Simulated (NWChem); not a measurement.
All runs are NWChem calculations. System: OS, charge 0, spin multiplicity 3, at a geometry optimised with UPBE0/def2-SVP. The structure started from a generated list of species. Its SCF solution wasn't tested for a lower state. Level: UMP2/cc-pVQZ, 6 core orbitals frozen.

The NWChem input:

```
start mol
memory heap 200 mb stack 900 mb global 1100 mb
geometry units angstroms nocenter noautoz
  O      0.000000     0.000000     1.001183
  S      0.000000     0.000000    -0.500592
  symmetry group C2v
end
basis spherical
  * library cc-pvqz
end
scf
  uhf
  nopen 2
  maxiter 100
  thresh 1e-7
  semidirect memsize 60000000 filesize 0
  # guess.movecs holds the orbitals of an unrestricted PBE0 run
  vectors input guess.movecs output mol.movecs
end
mp2
  freeze core 6
end
task mp2 energy
```

Output (cleaned and shortened):

```
             Northwest Computational Chemistry Package (NWChem) 7.3.0
             --------------------------------------------------------

                                NWChem Input Module
                                -------------------

 Scaling coordinates for geometry "geometry" by  1.889725989
 (inverse scale =  0.529177249)

 Turning off AUTOSYM since
 SYMMETRY directive was detected!

                             Geometry "geometry" -> ""
                             -------------------------

 Output coordinates in angstroms (scale by  1.889725989 to convert to a.u.)

  No.       Tag          Charge          X              Y              Z
 ---- ---------------- ---------- -------------- -------------- --------------
    1 O                    8.0000     0.00000000     0.00000000     1.00118300
    2 S                   16.0000     0.00000000     0.00000000    -0.50059200

 Effective nuclear repulsion energy (a.u.)      45.1030865955

            Nuclear Dipole moment (a.u.)
            ----------------------------
        X                 Y               Z
 ---------------- ---------------- ----------------
     0.0000000000     0.0000000000    -0.0000151178

      Symmetry information
      --------------------

 Group name             C2v
 Group number             16
 Group order               4
 No. of unique centers     2

      Symmetry unique atoms

     1    2


 Summary of "ao basis" -> "" (spherical)
 ------------------------------------------------------------------------------
       Tag                 Description            Shells   Functions and Types
 ---------------- ------------------------------  ------  ---------------------
 *                          cc-pvqz                   on all atoms

 Summary of "ao basis" -> "ao basis" (spherical)
 ------------------------------------------------------------------------------
       Tag                 Description            Shells   Functions and Types
 ---------------- ------------------------------  ------  ---------------------
 O                          cc-pvqz                 15       55   5s4p3d2f1g
[...]
  AO/Fock/Back tols     =   1.0D-09  1.0D-09  1.0D-09

 GA uses MA = F    GA memory limited = T

 Available:
  local mem=  1.26D+08
 global mem=  1.44D+08
 local disk=  0.00D+00
  mp2_memr nvloc                   101
  nvloc new                   101
   1 passes of   7:        7340032                      84924                  15779203.
   1 passes of   7: M    126151273           G      144153208           F     118811241.

 Semi-direct pass number   1 of   1  for UHF alpha       at        3.8s
  vrange nnbf                  6555
  mp2_eaftype                    60  avail_ma_in_mb                  1099
 EAF : mp2_eaftype filesize          60    7889601.
  mp2_eaf for mointskh                     60
Node 0 wrote     37.1 Mb in      0.0 s     Agg I/O rate:  4227.3 Mb/s
 Done moints_semi at        9.0s
  mp2_eaftype                    60  avail_ma_in_mb                  1039
 EAF : mp2_eaftype filesize          60    7889601.
  mp2_eaf for kh                    60
 Done maket at        9.0s
 Done multipass loop at        9.0s

 GA uses MA = F    GA memory limited = T

 Available:
  local mem=  1.26D+08
 global mem=  1.44D+08
 local disk=  0.00D+00
  mp2_memr nvloc                   103
  nvloc new                   103
   1 passes of   5:        7340032                      69061                  11500099.
   1 passes of   5: M    126151273           G      144153208           F     118811241.

 Semi-direct pass number   1 of   1  for UHF beta        at        9.1s
  vrange nnbf                  6555
  mp2_eaftype                    43  avail_ma_in_mb                  1099
 EAF : mp2_eaftype filesize          43    5750049.
  mp2_eaf for mointskh                     43
Node 0 wrote     27.0 Mb in      0.0 s     Agg I/O rate:  3996.9 Mb/s
 Done moints_semi at       14.7s
  mp2_eaftype                    43  avail_ma_in_mb                  1056
 EAF : mp2_eaftype filesize          43    5750049.
  mp2_eaf for kh                    43
 Done maket at       14.7s
 Done multipass loop at       14.7s

          -------------------------------------------
          SCF energy                -472.413908592440
          Correlation energy          -0.407738595910
          Singlet pairs                0.000000000000
          Triplet pairs                0.000000000000
          Total MP2 energy          -472.821647188350
          -------------------------------------------

          ---------------------------------------------------
                    Spin Component Scaled (SCS) MP2
          Same spin pairs                     -0.108772469079
          Same spin scaling factor             0.333333333333
          Opposite spin pairs                 -0.298966126831
          Opposite spin scaling fact.          1.200000000000
          SCS-MP2 correlation energy          -0.395016841890
          Total SCS-MP2 energy              -472.808925434330
          ---------------------------------------------------

 -----------------------
 Performance information
 -----------------------

 Timer overhead =  1.35D-07 seconds/call

               Nr. of calls         CPU time (s)                 Wall time (s)                GFlops
             ---------------    -------------------     ------------------------------   -------------------
Name         Min   Avg   Max    Min     Avg     Max     Min     Avg     Max   Mx/calls   Min     Max     Sum
mp2: moin     2     2     2    11.     11.     11.      11.     11.     11.     5.4      0.0     0.0     0.0
mp2: make     2     2     2   0.13    0.13    0.13     0.13    0.13    0.13    6.73E-2   0.0     0.0     0.0
mp2: tota     1     1     1    11.     11.     11.      11.     11.     11.     11.      0.0     0.0     0.0

 The average no. of pstat calls per process was 5.00D+00
 with a timing overhead of 6.73D-07s

 Task  times  cpu:       14.7s     wall:       14.7s

 Total times  cpu:       14.7s     wall:       14.7s
```
